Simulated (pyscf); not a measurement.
A first-order saddle from PySCF, ωB97X-D3(BJ)/def2-SVP:

```
N
H 1 1.0414
H 1 1.1866 2 99.10
H 3 1.0207 1 163.29 2 0.00
```
Charge 0, spin multiplicity 3.

Surface: triplet, charge 0. Lowest wavenumbers (cm⁻¹): 1408i, 627, 899, 1266, 1581.

**Question.** Which two sides does it connect, and which bonds change?

**Answer.** H₂ + NH [triplet] ⇌ NH₂• + H•, a hydrogen abstraction read from left to right: H–H broken and H–N formed. At ωB97M-D3(BJ)/def2-TZVP it lies +15.6 kcal/mol from the left side and +5.5 kcal/mol from the right (each side as separated species at their lowest minima found). NH₂• + H• also meet on a surface of lower spin, which isn't treated here. One saddle was located; it need not be the lowest between these sides. The angle at the transferred H is 163°.
